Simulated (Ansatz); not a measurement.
# Tin, beta-Sn (white tin): convergence with Methfessel-Paxton smearing

Computed with Ansatz, LDA, scalar-relativistic PAW, on the relaxed cell (a = 5.799 Å, c = 3.116 Å (c/a = 0.537); spin not included). Errors count from a run at 420 eV on a Γ-centred 19×19×13 mesh with Fermi-Dirac smearing of 0.1 eV, extrapolated to zero width. Fixed here: cutoff 420 eV, mesh 11×11×8. The SCF starts from atomic densities corrected by a trained network.

```
width (eV)  E(σ→0) error (meV/atom)  F error (meV/atom)  P (GPa)  SCF iterations
      0.01                     -3.6                -3.6    -0.03               7
      0.03                     -3.6                -3.6    -0.02               7
       0.1                     -3.6                -3.6    -0.01               7
       0.2                     -3.6                -3.4    -0.03               7
       0.3                     -3.3                -3.0    -0.05               7
       0.6                     -2.3                -1.3    -0.10               7
       1.0                     -0.4                 2.4    -0.11               8
```
